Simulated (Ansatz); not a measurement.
# LiMgH (triplet): from Hartree-Fock to the top rungs, def2-QZVPP

An exercise on one series of results from a longer session: the logs are not shown, and one member is left open.

The runs use Ansatz 0.2.0, Gaussian basis; def2-QZVPP, core rule «outside noble gas», up to 6 orbitals frozen.

Plan: UHF; ROHF; CCSD(T) on UHF.

2 further runs of the same task are left out: 2 set aside as unsound or not needed.

**What is computed**

The geometry is a PBE0/def2-TZVP stationary point (not a proven minimum).

3 atoms, charge 0, spin multiplicity 3.

Atoms are counted from 1 here; the program's logs count them from 0.

Bond lengths: Li1–H3 1.790 Å, Mg2–H3 1.811 Å. Angles: Li1–H3–Mg2 104.5°.

As a file:

```xyz
3

Li    0.0000   -0.1373    2.1856
Mg    0.0000   -0.0035   -0.6586
H     0.0000    1.0299    0.8292
```

The first run:

in.yaml

```yaml
crystal:
  periodic: [false, false, false]
  atoms:
    - {symbol: Li, position_ang: [0.000000, -0.137297, 2.185636]}
    - {symbol: Mg, position_ang: [0.000000, -0.003501, -0.658559]}
    - {symbol: H, position_ang: [0.000000, 1.029907, 0.829180]}
basis:
  gaussian: {orbitals: "def2-QZVPP.json"}
magnetization: {spin_polarized: true, initial_magnetization: 2}
hamiltonian: {xc: hf}
output: {orbitals: {seedname: orbitals}}
```

Launch:

```console
$ ansatz run in.yaml --threads 1 --pin off --events-out ev --progress --plain --max-ram 2393MiB
```

Among the steps run: UHF; ROHF; CCSD(T) on UHF.

One table of the session follows, with a row left open; its other results are not shown here.

| method | from UCCSD(T) (meV) |
| --- | --- |
| ROHF | +1367.5 |
| UHF | ? |
| UMP2 | +329.5 |
| UCCSD | +27.4 |
| UCCSD(T) | 0 |

**Question.** Estimate the row for UHF.

As computed: from UCCSD(T) (meV): +1354.7. In the column «from UCCSD(T) (meV)» it lies between UMP2 (+329.5) and ROHF (+1367.5).
